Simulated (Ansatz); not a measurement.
# Exact exchange and the vertical ionisation energy of C4H8O

C4H8O: 13 atoms, total charge 0, spin state singlet. As SMILES, `CCCC=O`. The shape is that of a PBE0-D4/def2-TZVP optimisation. This is one conformer, not always the lowest.

The vertical ionisation energy (to the doublet cation) y, in eV, basis 6-31G(d); a is the functional's share of exact exchange. Programs: Ansatz 0.2.0.

| functional | program | a | y (eV) |
| --- | --- | --- | --- |
| BLYP | Ansatz | 0 | 9.15 |
| PBE | Ansatz | 0 | 9.26 |
| B3LYP | Ansatz | 0.2 | 9.63 |
| r2SCAN0 | Ansatz | 0.25 | ? |
| PBE0 | Ansatz | 0.25 | 9.62 |
| BHLYP | Ansatz | 0.5 | 9.68 |

Q: Fit y = c + s·a to the known rows and predict r2SCAN0.

A: 
1. Means of the 5 rows: a = 0.1900, y = 9.468.
2. Σ(Δa)² = 0.172, Σ(Δa·Δy) = 0.1764, so the slope is 0.1764/0.172 = 1.0256.
3. Intercept: 9.468 − (1.0256) × 0.1900 = 9.273. The largest residual of the fit is 0.15.
4. r2SCAN0: 9.273 + (1.0256) × 0.25 = 9.53 eV.

The run gave 9.67 eV, so the prediction is off by -0.14 eV, within the scatter of the fit.
